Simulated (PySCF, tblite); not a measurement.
# C₂H₂O: tautomers, part 1 of 2

What do calculations give for the tautomers of C₂H₂O (`C=C=O`)?

Programs: tblite 0.8.0 and PySCF 2.14.0, with routines of our own; each step states its level. All values are computed. Atoms count from 0.

## 1. The system as given

5 atoms, charge 0, multiplicity 1; geometry from: start built from the parent or by distance geometry.

## 2. Geometry optimisation with GFN2-xTB

Job settings and geometry (Å):

```
{"job": {"kind": "relax", "xc": "GFN2-xTB", "basis": "xTB"}, "charge": 0, "multiplicity": 1}
C     -0.541000     0.009700    -0.063100
C      0.746800    -0.016300     0.055900
O      2.010300    -0.066500     0.210000
H     -1.060800     0.995800    -0.143500
H     -1.138000    -0.917100    -0.093700
```

Command:

```
> OMP_NUM_THREADS=1 python redox_run.py task.json out
```

This one command runs all jobs of the session in turn.

Log:

```text
step      E/eV     max force
  0    -253.01038    7.852
  1    -252.57861   19.557
  2    -253.46545    3.468
  3    -253.53964    1.389
  4    -253.55915    0.566
  5    -253.56026    0.113
  6    -253.56050    0.056
  7    -253.56059    0.056
  8    -253.56074    0.042
  9    -253.56077    0.015
 10    -253.56077    0.011
 11    -253.56078    0.011
 12    -253.56078    0.007
```

Wall time 0.03 s (1 thread of Intel Xeon Platinum 8488C, shared host).

Along the way: (the energy doesn't fall at every step)

```csv
step,energy from step 0 (eV),largest force (eV/Å)
0,0.0000,7.8523
1,0.4318,19.5574
2,-0.4551,3.4677
3,-0.5293,1.3890
4,-0.5488,0.5662
5,-0.5499,0.1131
6,-0.5501,0.0555
7,-0.5502,0.0557
8,-0.5504,0.0418
9,-0.5504,0.0150
10,-0.5504,0.0110
11,-0.5504,0.0107
12,-0.5504,0.0067
```

Distances of close pairs at the start and the end, largest changes first:

```csv
bond,before (Å),after (Å),change (Å)
C1–O2,1.274,1.162,-0.112
C0–H3,1.118,1.072,-0.046
C0–H4,1.103,1.072,-0.031
C0–C1,1.294,1.289,-0.005
```

The end geometry stands in the next job.

## 3. Vibrational analysis with GFN2-xTB

Job settings and geometry (Å):

```
{"job": {"kind": "ir", "xc": "GFN2-xTB", "basis": "xTB"}, "charge": 0, "multiplicity": 1}
C     -0.519567     0.017795    -0.061478
C      0.761567    -0.024710     0.071897
O      1.916701    -0.061514     0.191297
H     -1.036252     0.953539    -0.142164
H     -1.105205    -0.879405    -0.093921
```

Log:

```text
mode    cm-1     km/mol
  1     384.2      0.88
  2     437.7     63.19
  3     676.3     65.04
  4     888.6     29.29
  5    1198.5     28.21
  6    1376.1      6.17
  7    2308.1    951.72
  8    3140.1      9.37
  9    3161.6      0.93
ZPE 81.174  H(298)-E 93.200  G(298)-E 20.785 kJ/mol  S 242.88 J/(mol K)
```

It took 0.08 s on 1 thread of Intel Xeon Platinum 8488C, shared host.

The strongest bands and the atoms that carry them (share of the mass-weighted mode):

```csv
cm⁻¹,km/mol,atoms
438,63.2,"C1 66 %, C0 19 %, O2 13 %"
676,65.0,"H4 40 %, H3 40 %, C0 12 %"
889,29.3,"C1 26 %, H4 25 %, H3 25 %, C0 22 %"
1198,28.2,"H3 30 %, H4 30 %, O2 24 %, C0 14 %"
1376,6.2,"C0 43 %, H3 19 %, H4 19 %, O2 18 %"
2308,951.7,"C1 70 %, O2 19 %"
3140,9.4,"H3 48 %, H4 47 %"
3162,0.9,"H4 46 %, H3 44 %"
```

## 4. Optimising the geometry at PBE0-D3(BJ)/def2-SVP

Job settings and geometry (Å):

```
{"job": {"xc": "PBE0", "basis": "def2-SVP", "d3": "d3bj", "grid": 1, "kind": "geom"}, "charge": 0, "multiplicity": 1}
C     -0.519567     0.017795    -0.061478
C      0.761567    -0.024710     0.071897
O      1.916701    -0.061514     0.191297
H     -1.036252     0.953539    -0.142164
H     -1.105205    -0.879405    -0.093921
```

Log:

```text
step   0  E = -152.31256934  max force = 0.033330
step   1  E = -152.31400945  max force = 0.002447
step   2  E = -152.31401333  max force = 0.000045
optimisation converged
```

Run time: 2.2 s. Hardware: 1 thread of Intel Xeon Platinum 8488C, shared host.

Relaxation path:

```csv
step,energy from step 0 (eV),largest force component (eV/Å)
0,0.0000,1.7139
1,-0.0392,0.1258
2,-0.0393,0.0023
```

Close pairs (by a distance rule), those that changed most:

```csv
bond,before (Å),after (Å),change (Å)
C0–C1,1.289,1.315,+0.026
C0–H4,1.072,1.090,+0.018
C0–H3,1.072,1.090,+0.018
C1–O2,1.162,1.161,-0.001
```

The final coordinates are the input of the step that follows.

```csv
at the end point,value
point group (found at 0.08 Å tolerance),C2v
"rotational constants (GHz, main isotopes)","278.5, 10.276, 9.910"
dipole moment (D),1.37
```

## 5. Harmonic vibrations (C₂H₂O): PBE0-D3(BJ)/def2-SVP

Job settings and geometry (Å):

```
{"job": {"xc": "PBE0", "basis": "def2-SVP", "d3": "d3bj", "grid": 2, "kind": "hessian"}, "charge": 0, "multiplicity": 1}
C     -0.537157     0.020250    -0.063638
C      0.769858    -0.026821     0.071533
O      1.923644    -0.068762     0.190493
H     -1.034314     0.987032    -0.143088
H     -1.106833    -0.908597    -0.093393
```

Log:

```text
coarse grid: 4504 points
cycle   1  E = -152.2065148521  dE =  4.275e-01  |g| = 6.247e-01  |ddm| = 2.477e+00
cycle   2  E = -151.9808274781  dE =  2.257e-01  |g| = 1.266e+00  |ddm| = 1.239e+00
cycle   3  E = -152.2770514511  dE = -2.962e-01  |g| = 1.782e-01  |ddm| = 8.953e-01
cycle   4  E = -152.2847145964  dE = -7.663e-03  |g| = 4.621e-02  |ddm| = 1.794e-01
cycle   5  E = -152.2852389395  dE = -5.243e-04  |g| = 1.116e-02  |ddm| = 5.439e-02
cycle   6  E = -152.2852731209  dE = -3.418e-05  |g| = 1.561e-03  |ddm| = 1.228e-02
cycle   7  E = -152.2852736921  dE = -5.711e-07  |g| = 2.093e-04  |ddm| = 1.647e-03
final grid: 44368 points
cycle   8  E = -152.3140076515  dE =  5.842e-06  |g| = 1.011e-02  |ddm| = 1.686e-02
cycle   9  E = -152.3139319394  dE =  7.571e-05  |g| = 2.192e-02  |ddm| = 2.071e-02
cycle  10  E = -152.3140277888  dE = -9.585e-05  |g| = 7.284e-04  |ddm| = 1.512e-02
cycle  11  E = -152.3140279400  dE = -1.512e-07  |g| = 1.414e-04  |ddm| = 9.286e-04
cycle  12  E = -152.3140279435  dE = -3.505e-09  |g| = 5.893e-05  |ddm| = 1.434e-04
cycle  13  E = -152.3140279444  dE = -9.454e-10  |g| = 1.069e-05  |ddm| = 6.211e-05
cycle  14  E = -152.3140279445  dE = -3.070e-11  |g| = 7.767e-07  |ddm| = 1.136e-05
converged SCF energy = -152.3140279445

mode    cm-1
  1     432.7
  2     566.6
  3     586.8
  4     960.9
  5    1174.7
  6    1396.2
  7    2294.8
  8    3207.6
  9    3319.2
ZPE 83.377  H(298)-E 95.117  G(298)-E 23.066 kJ/mol  S 241.66 J/(mol K)
```

Wall time 12 s (1 thread of Intel Xeon Platinum 8488C, shared host); peak memory 0.69 GiB.

Zero-point energy 83.38 kJ/mol (xTB gave 81.17).

## 6. Single point (C2H2O): PBE0-D3(BJ)/def2-TZVP

Geometry: PBE0-D3(BJ)/def2-SVP.

Job settings and geometry (Å):

```
{"job": {"kind": "sp", "xc": "PBE0", "basis": "def2-TZVP", "d3": "d3bj", "grid": 2}, "charge": 0, "multiplicity": 1}
C     -0.537157     0.020250    -0.063638
C      0.769858    -0.026821     0.071533
O      1.923644    -0.068762     0.190493
H     -1.034314     0.987032    -0.143088
H     -1.106833    -0.908597    -0.093393
```

Log:

```text
coarse grid: 4504 points
cycle   1  E = -152.4160136060  dE =  4.455e-01  |g| = 6.342e-01  |ddm| = 1.885e+00
cycle   2  E = -152.1975564431  dE =  2.185e-01  |g| = 1.278e+00  |ddm| = 1.020e+00
cycle   3  E = -152.4850645217  dE = -2.875e-01  |g| = 1.813e-01  |ddm| = 7.477e-01
cycle   4  E = -152.4925143297  dE = -7.450e-03  |g| = 4.949e-02  |ddm| = 1.295e-01
cycle   5  E = -152.4930552117  dE = -5.409e-04  |g| = 1.435e-02  |ddm| = 4.098e-02
cycle   6  E = -152.4931079732  dE = -5.276e-05  |g| = 1.810e-03  |ddm| = 1.081e-02
cycle   7  E = -152.4931087243  dE = -7.511e-07  |g| = 2.225e-04  |ddm| = 1.594e-03
final grid: 44368 points
cycle   8  E = -152.4896955518  dE = -6.964e-06  |g| = 9.885e-03  |ddm| = 4.216e-02
cycle   9  E = -152.4896291151  dE =  6.644e-05  |g| = 2.120e-02  |ddm| = 1.467e-02
cycle  10  E = -152.4897130165  dE = -8.390e-05  |g| = 8.858e-04  |ddm| = 1.091e-02
cycle  11  E = -152.4897131972  dE = -1.807e-07  |g| = 2.073e-04  |ddm| = 7.919e-04
cycle  12  E = -152.4897132055  dE = -8.274e-09  |g| = 8.598e-05  |ddm| = 1.490e-04
converged SCF energy = -152.4897132055
```

It took 1.2 s on 1 thread of Intel Xeon Platinum 8488C, shared host.

## 7. Optimising the geometry with GFN2-xTB

This step treats C₂H₂O, `C#CO`.

Job settings and geometry (Å):

```
{"job": {"kind": "relax", "xc": "GFN2-xTB", "basis": "xTB"}, "charge": 0, "multiplicity": 1}
C      1.164400     0.033500    -0.279100
C     -0.077200    -0.030500    -0.170500
O     -1.414800    -0.117800     0.014100
H      2.197300     0.111500    -0.405600
H     -1.852300     0.009000     0.935700
```

Log:

```text
step      E/eV     max force
  0    -252.09527    5.174
  1    -251.95542   10.654
  2    -252.35301    1.215
  3    -252.40736    0.786
  4    -252.47225    0.481
  5    -252.47863    0.305
  6    -252.48217    0.155
  7    -252.48252    0.111
  8    -252.48353    0.190
  9    -252.48472    0.287
 10    -252.48574    0.236
 11    -252.48615    0.077
 12    -252.48618    0.008
```

It took 0.03 s on 1 thread of Intel Xeon Platinum 8488C, shared host.

The steps of the relaxation: (the energy doesn't fall at every step)

```csv
step,energy from step 0 (eV),largest force (eV/Å)
0,0.0000,5.1740
1,0.1398,10.6538
2,-0.2577,1.2154
3,-0.3121,0.7863
4,-0.3770,0.4807
5,-0.3834,0.3050
6,-0.3869,0.1555
7,-0.3872,0.1107
8,-0.3883,0.1902
9,-0.3895,0.2874
10,-0.3905,0.2359
11,-0.3909,0.0768
12,-0.3909,0.0076
```

Distances of close pairs at the start and the end, largest changes first:

```csv
bond,before (Å),after (Å),change (Å)
O2–H4,1.028,0.964,-0.064
C0–C1,1.248,1.196,-0.052
C1–O2,1.353,1.304,-0.049
C0–H3,1.044,1.045,+0.002
```

The final coordinates are the input of the step that follows.

## 8. Harmonic vibrations with GFN2-xTB

Job settings and geometry (Å):

```
{"job": {"kind": "ir", "xc": "GFN2-xTB", "basis": "xTB"}, "charge": 0, "multiplicity": 1}
C      1.085629     0.042145    -0.250126
C     -0.100944    -0.032790    -0.120860
O     -1.398871    -0.121220    -0.025017
H      2.119182     0.103540    -0.393685
H     -1.687753     0.014030     0.884178
```

Log:

```text
mode    cm-1     km/mol
  1     270.1     26.45
  2     298.8     11.72
  3     592.9     14.70
  4     634.5     29.11
  5    1086.7    140.71
  6    1154.4    148.91
  7    2352.1    200.51
  8    3435.4     26.84
  9    3501.9     21.23
ZPE 79.713  H(298)-E 92.866  G(298)-E 17.638 kJ/mol  S 252.31 J/(mol K)
```

Wall time 0.09 s (1 thread of Intel Xeon Platinum 8488C, shared host).

The strongest bands and the atoms that carry them (share of the mass-weighted mode):

```csv
cm⁻¹,km/mol,atoms
270,26.4,"C1 59 %, C0 26 %"
593,14.7,"H3 80 %, C1 12 %"
634,29.1,H3 85 %
1087,140.7,"O2 57 %, C0 30 %"
1154,148.9,H4 84 %
2352,200.5,"C1 61 %, C0 28 %"
3435,26.8,"H3 86 %, C0 13 %"
3502,21.2,H4 94 %
```

## 9. Geometry optimisation at PBE0-D3(BJ)/def2-SVP

This step treats C₂H₂O, `C#CO`.

Job settings and geometry (Å):

```
{"job": {"xc": "PBE0", "basis": "def2-SVP", "d3": "d3bj", "grid": 1, "kind": "geom"}, "charge": 0, "multiplicity": 1}
C      1.085629     0.042145    -0.250126
C     -0.100944    -0.032790    -0.120860
O     -1.398871    -0.121220    -0.025017
H      2.119182     0.103540    -0.393685
H     -1.687753     0.014030     0.884178
```

Log:

```text
step   0  E = -152.25227413  max force = 0.033323
step   1  E = -152.25327238  max force = 0.003783
step   2  E = -152.25328421  max force = 0.000666
step   3  E = -152.25328787  max force = 0.000447
optimisation converged
```

Wall time 2.2 s (1 thread of Intel Xeon Platinum 8488C, shared host).

The steps of the relaxation:

```csv
step,energy from step 0 (eV),largest force component (eV/Å)
0,0.0000,1.7135
1,-0.0272,0.1945
2,-0.0275,0.0342
3,-0.0276,0.0230
```

Close pairs (by a distance rule), those that changed most:

```csv
bond,before (Å),after (Å),change (Å)
C0–H3,1.045,1.072,+0.027
C0–C1,1.196,1.209,+0.013
C1–O2,1.304,1.301,-0.004
O2–H4,0.964,0.966,+0.003
```

The end geometry stands in the next job.

```csv
at the end point,value
point group (found at 0.08 Å tolerance),Cs
"rotational constants (GHz, main isotopes)","668.1, 9.747, 9.607"
dipole moment (D),1.85
```

## 10. Harmonic vibrations (C₂H₂O, C#CO): PBE0-D3(BJ)/def2-SVP

Job settings and geometry (Å):

```
{"job": {"xc": "PBE0", "basis": "def2-SVP", "d3": "d3bj", "grid": 2, "kind": "hessian"}, "charge": 0, "multiplicity": 1}
C      1.078890     0.045718    -0.274678
C     -0.117868    -0.036165    -0.120801
O     -1.409852    -0.136826    -0.008328
H      2.139882     0.117258    -0.410497
H     -1.672853     0.015718     0.908971
```

Log:

```text
coarse grid: 4504 points
cycle   1  E = -152.1744346525  dE =  4.442e-01  |g| = 4.960e-01  |ddm| = 2.530e+00
cycle   2  E = -152.1568226253  dE =  1.761e-02  |g| = 5.728e-01  |ddm| = 7.678e-01
cycle   3  E = -152.2202938473  dE = -6.347e-02  |g| = 1.351e-01  |ddm| = 4.562e-01
cycle   4  E = -152.2244821573  dE = -4.188e-03  |g| = 4.904e-02  |ddm| = 1.407e-01
cycle   5  E = -152.2249986545  dE = -5.165e-04  |g| = 1.025e-02  |ddm| = 4.164e-02
cycle   6  E = -152.2250238363  dE = -2.518e-05  |g| = 1.591e-03  |ddm| = 1.072e-02
cycle   7  E = -152.2250244954  dE = -6.591e-07  |g| = 1.149e-04  |ddm| = 1.761e-03
final grid: 44368 points
cycle   8  E = -152.2532914322  dE = -9.240e-06  |g| = 4.964e-03  |ddm| = 1.816e-02
cycle   9  E = -152.2532851907  dE =  6.242e-06  |g| = 7.463e-03  |ddm| = 8.821e-03
cycle  10  E = -152.2532962491  dE = -1.106e-05  |g| = 1.167e-03  |ddm| = 5.637e-03
cycle  11  E = -152.2532965830  dE = -3.339e-07  |g| = 2.490e-04  |ddm| = 1.078e-03
cycle  12  E = -152.2532965971  dE = -1.403e-08  |g| = 5.064e-05  |ddm| = 2.318e-04
cycle  13  E = -152.2532965977  dE = -6.841e-10  |g| = 4.481e-06  |ddm| = 4.901e-05
cycle  14  E = -152.2532965977  dE = -5.457e-12  |g| = 4.894e-07  |ddm| = 5.886e-06
converged SCF energy = -152.2532965977

mode    cm-1
  1     409.7
  2     473.2
  3     580.2
  4     684.2
  5    1133.1
  6    1229.0
  7    2317.9
  8    3510.5
  9    3837.5
ZPE 84.787  H(298)-E 96.992  G(298)-E 23.515 kJ/mol  S 246.44 J/(mol K)
```

It took 12 s on 1 thread of Intel Xeon Platinum 8488C, shared host; peak memory 0.73 GiB.

Zero-point energy 84.79 kJ/mol (xTB gave 79.71).

## 11. Single point (C₂H₂O, C#CO): PBE0-D3(BJ)/def2-TZVP

Geometry: PBE0-D3(BJ)/def2-SVP.

Job settings and geometry (Å):

```
{"job": {"kind": "sp", "xc": "PBE0", "basis": "def2-TZVP", "d3": "d3bj", "grid": 2}, "charge": 0, "multiplicity": 1}
C      1.078890     0.045718    -0.274678
C     -0.117868    -0.036165    -0.120801
O     -1.409852    -0.136826    -0.008328
H      2.139882     0.117258    -0.410497
H     -1.672853     0.015718     0.908971
```

Log:

```text
coarse grid: 4504 points
cycle   1  E = -152.3791033210  dE =  4.658e-01  |g| = 5.249e-01  |ddm| = 2.360e+00
cycle   2  E = -152.3604310999  dE =  1.867e-02  |g| = 6.123e-01  |ddm| = 1.259e+00
cycle   3  E = -152.4294196544  dE = -6.899e-02  |g| = 1.265e-01  |ddm| = 8.547e-01
cycle   4  E = -152.4327762053  dE = -3.357e-03  |g| = 5.121e-02  |ddm| = 1.014e-01
cycle   5  E = -152.4333123550  dE = -5.361e-04  |g| = 1.496e-02  |ddm| = 5.288e-02
cycle   6  E = -152.4333599974  dE = -4.764e-05  |g| = 2.058e-03  |ddm| = 1.261e-02
cycle   7  E = -152.4333609868  dE = -9.894e-07  |g| = 1.663e-04  |ddm| = 2.088e-03
final grid: 44368 points
cycle   8  E = -152.4292669764  dE = -2.023e-05  |g| = 4.953e-03  |ddm| = 5.427e-02
cycle   9  E = -152.4292617197  dE =  5.257e-06  |g| = 7.138e-03  |ddm| = 9.310e-03
cycle  10  E = -152.4292711575  dE = -9.438e-06  |g| = 1.199e-03  |ddm| = 7.043e-03
cycle  11  E = -152.4292714534  dE = -2.958e-07  |g| = 4.292e-04  |ddm| = 1.084e-03
cycle  12  E = -152.4292714924  dE = -3.902e-08  |g| = 1.077e-04  |ddm| = 3.230e-04
cycle  13  E = -152.4292714952  dE = -2.805e-09  |g| = 8.749e-06  |ddm| = 1.088e-04
converged SCF energy = -152.4292714952
```

Wall time 1.3 s (1 thread of Intel Xeon Platinum 8488C, shared host); peak memory 0.43 GiB.

## 12. Tautomers: PBE0-D3(BJ)/def2-TZVP

This step combines the energies above: geometries from PBE0-D3(BJ)/def2-SVP, zero-point and thermal terms from PBE0-D3(BJ)/def2-SVP.

Job settings and geometry (Å):

```
{"job": {"kind": "ta", "tautomers": ["C#CO"], "geom": {"xc": "PBE0", "basis": "def2-SVP", "d3": "d3bj", "grid": 1}, "hess": 1, "level": {"xc": "PBE0", "basis": "def2-TZVP", "d3": "d3bj"}}, "charge": 0, "multiplicity": 1}
C     -0.537157     0.020250    -0.063638
C      0.769858    -0.026821     0.071533
O      1.923644    -0.068762     0.190493
H     -1.034314     0.987032    -0.143088
H     -1.106833    -0.908597    -0.093393
```

Output (the driver's rows laid out field by field):

```text
tautomers, PBE0-D3(BJ)/def2-TZVP // PBE0-D3(BJ)/def2-SVP

row 1
  formula                 C2H2O
  charge                  0
  multiplicity            1
  smiles                  C=C=O
  kept                    yes
  pieces                  1
  point_group             C2v
  electronic              0.0
  enthalpy                0.0
  free_energy             0.0
  share_gas               1.0

row 2
  formula                 C2H2O
  charge                  0
  multiplicity            1
  smiles                  C#CO
  kept                    yes
  pieces                  1
  point_group             Cs
  electronic              158.69
  enthalpy                160.57
  free_energy             159.14
  share_gas               1.318e-28
```

Wall time 32 s (1 thread of Intel Xeon Platinum 8488C, shared host); peak memory 0.43 GiB.

Energies above the first form (kJ/mol, gas phase, 298 K for the thermal columns):

```csv
no.,tautomer,electronic,enthalpy,free energy
form 0,C=C=O,0.0,0.0,0.0
form 1,C#CO,158.7,160.6,159.1
```

Shares at 298 K in the gas phase: 0: 100 %, 1: 0 %.

## 13. Single point (C2H2O): wavefunction

Geometry: PBE0-D3(BJ)/def2-SVP.

Job settings and geometry (Å):

```
{"job": {"kind": "sp", "xc": "CCSD(T)", "basis": "ma-def2-TZVP", "grid": 2}, "charge": 0, "multiplicity": 1}
C     -0.537157     0.020250    -0.063638
C      0.769858    -0.026821     0.071533
O      1.923644    -0.068762     0.190493
H     -1.034314     0.987032    -0.143088
H     -1.106833    -0.908597    -0.093393
```

Method: wavefunction single point, frozen core, gas phase.

Log:

```text
final grid: 44368 points
cycle   1  E = -151.7056540819  dE =  5.778e-01  |g| = 6.027e-01  |ddm| = 1.724e+00
cycle   2  E = -151.7482332646  dE = -4.258e-02  |g| = 4.797e-01  |ddm| = 5.530e-01
cycle   3  E = -151.7884176066  dE = -4.018e-02  |g| = 6.138e-02  |ddm| = 2.625e-01
cycle   4  E = -151.7895978921  dE = -1.180e-03  |g| = 2.028e-02  |ddm| = 5.613e-02
cycle   5  E = -151.7897974404  dE = -1.995e-04  |g| = 7.682e-03  |ddm| = 2.608e-02
cycle   6  E = -151.7898383378  dE = -4.090e-05  |g| = 3.470e-03  |ddm| = 9.644e-03
cycle   7  E = -151.7898520236  dE = -1.369e-05  |g| = 1.247e-03  |ddm| = 7.363e-03
cycle   8  E = -151.7898534265  dE = -1.403e-06  |g| = 2.600e-04  |ddm| = 2.619e-03
cycle   9  E = -151.7898534727  dE = -4.620e-08  |g| = 5.688e-05  |ddm| = 4.964e-04
cycle  10  E = -151.7898534747  dE = -2.084e-09  |g| = 1.287e-05  |ddm| = 9.829e-05
converged SCF energy = -151.7898534747
E(HF, exact integrals) = -151.7899304677
E(MP2) = -152.3226424279
E(CCSD) = -152.3321859053
E(CCSD(T)) = -152.3580186752
T1 diagnostic = 0.0167
```

Run time: 27 s. Hardware: 1 thread of Intel Xeon Platinum 8488C, shared host; peak memory 1.1 GiB.

## 14. Single point (C₂H₂O, C#CO): wavefunction

Geometry: PBE0-D3(BJ)/def2-SVP.

Job settings and geometry (Å):

```
{"job": {"kind": "sp", "xc": "CCSD(T)", "basis": "ma-def2-TZVP", "grid": 2}, "charge": 0, "multiplicity": 1}
C      1.078890     0.045718    -0.274678
C     -0.117868    -0.036165    -0.120801
O     -1.409852    -0.136826    -0.008328
H      2.139882     0.117258    -0.410497
H     -1.672853     0.015718     0.908971
```

With the program's defaults for keys left out, this is: wavefunction single point, frozen core, gas phase.

Log:

```text
final grid: 44368 points
cycle   1  E = -151.6855736849  dE =  5.738e-01  |g| = 4.263e-01  |ddm| = 2.039e+00
cycle   2  E = -151.7241600767  dE = -3.859e-02  |g| = 1.811e-01  |ddm| = 5.347e-01
cycle   3  E = -151.7305492506  dE = -6.389e-03  |g| = 5.902e-02  |ddm| = 2.064e-01
cycle   4  E = -151.7315164447  dE = -9.672e-04  |g| = 1.642e-02  |ddm| = 6.136e-02
cycle   5  E = -151.7315919601  dE = -7.552e-05  |g| = 5.561e-03  |ddm| = 1.972e-02
cycle   6  E = -151.7316026061  dE = -1.065e-05  |g| = 2.073e-03  |ddm| = 7.926e-03
cycle   7  E = -151.7316061896  dE = -3.583e-06  |g| = 8.088e-04  |ddm| = 4.766e-03
cycle   8  E = -151.7316072983  dE = -1.109e-06  |g| = 3.219e-04  |ddm| = 2.186e-03
cycle   9  E = -151.7316074850  dE = -1.867e-07  |g| = 9.156e-05  |ddm| = 1.059e-03
cycle  10  E = -151.7316074958  dE = -1.080e-08  |g| = 1.592e-05  |ddm| = 2.704e-04
cycle  11  E = -151.7316074960  dE = -1.860e-10  |g| = 4.013e-06  |ddm| = 4.750e-05
converged SCF energy = -151.7316074960
E(HF, exact integrals) = -151.7316635940
E(MP2) = -152.2674083736
E(CCSD) = -152.2770616028
E(CCSD(T)) = -152.3020119099
T1 diagnostic = 0.0134
```

Wall time 29 s (1 thread of Intel Xeon Platinum 8488C, shared host); peak memory 1.2 GiB.

## 15. Tautomers: CCSD(T)/ma-def2-TZVP

This step combines the energies above: geometries from PBE0-D3(BJ)/def2-SVP, zero-point and thermal terms from PBE0-D3(BJ)/def2-SVP.

Job settings and geometry (Å):

```
{"job": {"kind": "ta", "tautomers": ["C#CO"], "geom": {"xc": "PBE0", "basis": "def2-SVP", "d3": "d3bj", "grid": 1}, "hess": 1, "level": {"xc": "CCSD(T)", "basis": "ma-def2-TZVP"}}, "charge": 0, "multiplicity": 1}
C     -0.537157     0.020250    -0.063638
C      0.769858    -0.026821     0.071533
O      1.923644    -0.068762     0.190493
H     -1.034314     0.987032    -0.143088
H     -1.106833    -0.908597    -0.093393
```

Output (the driver's rows laid out field by field):

```text
tautomers, CCSD(T)/ma-def2-TZVP // PBE0-D3(BJ)/def2-SVP

row 1
  formula                 C2H2O
  charge                  0
  multiplicity            1
  smiles                  C=C=O
  kept                    yes
  pieces                  1
  point_group             C2v
  electronic              0.0
  enthalpy                0.0
  free_energy             0.0
  share_gas               1.0

row 2
  formula                 C2H2O
  charge                  0
  multiplicity            1
  smiles                  C#CO
  kept                    yes
  pieces                  1
  point_group             Cs
  electronic              147.05
  enthalpy                148.92
  free_energy             147.5
  share_gas               1.443e-26
```

It took 56 s on 1 thread of Intel Xeon Platinum 8488C, shared host; peak memory 1.2 GiB.

Energies above the first form (kJ/mol, gas phase, 298 K for the thermal columns):

```csv
no.,tautomer,electronic,enthalpy,free energy
form 0,C=C=O,0.0,0.0,0.0
form 1,C#CO,147.1,148.9,147.5
```

Shares at 298 K in the gas phase: 0: 100 %, 1: 0 %.

(Continued in part 2 of 2.)
